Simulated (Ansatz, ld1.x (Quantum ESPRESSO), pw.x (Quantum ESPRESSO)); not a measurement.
## Equation-of-state test of one TM potential (strontium)

- Element: strontium (Sr)
- Generator: ld1.x (Quantum ESPRESSO) 7.5
- Type: norm-conserving Troullier–Martins (Kleinman–Bylander form)
- Functional: LDA (PW92)
- Relativity: scalar-relativistic
- Frozen core: [Kr]
- Valence charge: 2
- Reference configuration: 4d0 5s1 5p1
- Partial waves: 5s (bound): rc 3.65 bohr; 4d (bound, empty): rc 3.45 bohr; 5p (bound): rc 4.20 bohr
- Local potential: the p channel
- Core correction: a·sin(br)/r model core inside 1.95 bohr

Atomic tests: cutoffs needed: 6 Ry and 8 Ry (the cutoffs (Ry, on a coarse ladder) from which the occupation-weighted sum of valence levels, in a spherical-Bessel basis at the reference potential, stays within 10 and 1 mRy of its value at 400 Ry) The cutoffs count occupied waves only; the empty 4d level needs 12 Ry at the loose tolerance.; ghost test: no extra level below or beside the all-electron valence levels (s, d, p, f tested) (spherical-Bessel basis up to 400 Ry, 20 bohr box); largest excitation error: -66 meV (all-electron minus pseudo) for 4d1 5s0 5p0, out of 7 test configurations.

Crystal test: bcc Sr in pw.x 7.5, no spin, 10³ k-points, Fermi–Dirac smearing 0.01 Ry, cutoffs 50/200 Ry. The reference is all-electron LAPW (Ansatz 0.2.0) with the same functional, mesh and smearing; V0 and B0 come from Birch–Murnaghan fits to the pressures at five volumes. Errors are pseudo minus all-electron; Δ is the rms difference of the E(V) curves that follow from these fits, minima aligned, over ±6 % about the mean V0. Mesh and smearing are coarse, so the numbers serve the comparison and aren't converged zero-temperature values; the lattice is a test structure that the element need not adopt.

```tsv
V (Å³/atom)	P all-electron (GPa)	P pseudo (GPa)
45.653	0.77	2.04
46.855	0.37	1.53
48.056	0.02	1.07
49.257	-0.30	0.65
50.459	-0.59	0.28
```

All-electron: a0 = 4.583 Å (V0 = 48.12 Å³/atom), B0 = 13.4 GPa.

Pseudopotential: mean pressure error (GPa): +1.06. The pressure does not cross zero within the volumes sampled, so no fit is given. The largest radius (4.20 bohr) exceeds half the bond length (3.75 bohr), so the spheres overlap, which is one possible source of error among others. This is a poor potential for the solid. The logarithmic derivative shows an extra or strongly shifted pseudo pole above the reference energy (s near 1.29 Ry).

Problem. At the middle volume, how do free energy and pressure move when the wave cutoff is lowered (ecutrho kept at four times it)?

Solution.

```json
{"cutoff (Ry)": "22", "shift of F (meV/atom)": "+0.2", "shift of P (GPa)": "-0.00"}
{"cutoff (Ry)": "30", "shift of F (meV/atom)": "+0.1", "shift of P (GPa)": "-0.00"}
{"cutoff (Ry)": "40", "shift of F (meV/atom)": "+0.0", "shift of P (GPa)": "+0.00"}
```

Input at the middle volume:

```
&control
  calculation='scf', prefix='x', pseudo_dir='./', outdir='./tmp', tstress=.true., disk_io='none'
/
&system
  ibrav=0, nat=1, ntyp=1, ecutwfc=50, ecutrho=200, nbnd=8,
  occupations='smearing', smearing='fd', degauss=0.01
/
&electrons
  conv_thr=1e-09, mixing_beta=0.4, electron_maxstep=70
/
ATOMIC_SPECIES
Sr 1.0 Sr.UPF
CELL_PARAMETERS angstrom
  -2.29031847 2.29031847 2.29031847
  2.29031847 -2.29031847 2.29031847
  2.29031847 2.29031847 -2.29031847
ATOMIC_POSITIONS crystal
Sr 0.0000 0.0000 0.0000
K_POINTS automatic
10 10 10 0 0 0
```

```bash
pw.x < Sr.scf.in > Sr.scf.out
```

Lines of the output:

```
Message from routine setup:
     using ibrav=0 with symmetry is DISCOURAGED, use correct ibrav instead
     lattice parameter (alat)  =       7.4964  a.u.
     unit-cell volume          =     324.2980 (a.u.)^3
     number of electrons       =         2.00
     number of Kohn-Sham states=            8
     kinetic-energy cutoff     =      50.0000  Ry
     charge density cutoff     =     200.0000  Ry
     scf convergence threshold =      1.0E-09
     Exchange-correlation= PW
     number of k points=    47  Fermi-Dirac smearing, width (Ry)=  0.0100
     iteration #  1     ecut=    50.00 Ry     beta= 0.40
     total energy              =      -6.70675688 Ry
     estimated scf accuracy    <       0.00025714 Ry
     iteration #  2     ecut=    50.00 Ry     beta= 0.40
     total energy              =      -6.70679515 Ry
     estimated scf accuracy    <       0.00009758 Ry
     iteration #  3     ecut=    50.00 Ry     beta= 0.40
     total energy              =      -6.70679736 Ry
     estimated scf accuracy    <       0.00000020 Ry
     iteration #  4     ecut=    50.00 Ry     beta= 0.40
     total energy              =      -6.70679742 Ry
     estimated scf accuracy    <          1.8E-09 Ry
     iteration #  5     ecut=    50.00 Ry     beta= 0.40
     the Fermi energy is     2.2371 ev
!    total energy              =      -6.70679742 Ry
     estimated scf accuracy    <          5.0E-10 Ry
     smearing contrib. (-TS)   =      -0.00540813 Ry
     The total energy is F=E-TS. E is the sum of the following terms:
     one-electron contribution =       1.22368934 Ry
     hartree contribution      =       0.00367603 Ry
     xc contribution           =      -6.24706764 Ry
     ewald contribution        =      -1.68168702 Ry
     convergence has been achieved in   5 iterations
          total   stress  (Ry/bohr**3)                   (kbar)     P=       10.66
     Message from routine punch:
     Nothing written, as per user request (disk_io='none')
```

The run at the middle volume (47 k-points, 5 iterations) took about 6.2 s on one core of a shared host (Intel(R) Xeon(R) Platinum 8488C, 192 threads, 744 GiB, load 133).
